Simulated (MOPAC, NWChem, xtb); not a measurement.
## CH5BSi (SMILES B[Si]C): the dipole moment, rung by rung

CH5BSi has 8 atoms, charge 0, and is taken as a triplet. SMILES: `B[Si]C`. Geometry: relaxed at GFN2-xTB.

Quantity: the dipole moment, in D. The values are calculated.

| level | kind | program | value (D) |
| --- | --- | --- | --- |
| PM6 | semi-empirical | MOPAC | 1.29 |
| PM7 | semi-empirical | MOPAC | 0.40 |
| GFN0-xTB | semi-empirical | xtb | 0.48 |
| GFN1-xTB | semi-empirical | xtb | 2.48 |
| UHF/STO-3G | Hartree–Fock | NWChem | 1.35 |
| UHF/3-21G | Hartree–Fock | NWChem | 1.21 |
| UHF/def2-SVP | Hartree–Fock | NWChem | 1.34 |
| U-r2SCAN/STO-3G | meta-GGA | NWChem | 2.23 |
| U-r2SCAN/def2-SVP | meta-GGA | NWChem | 1.89 |
| UTPSSh/STO-3G | hybrid meta-GGA | NWChem | 2.12 |

The values span 0.40 to 2.48 D. Magnitudes only. Sets without polarisation functions give poor dipoles.
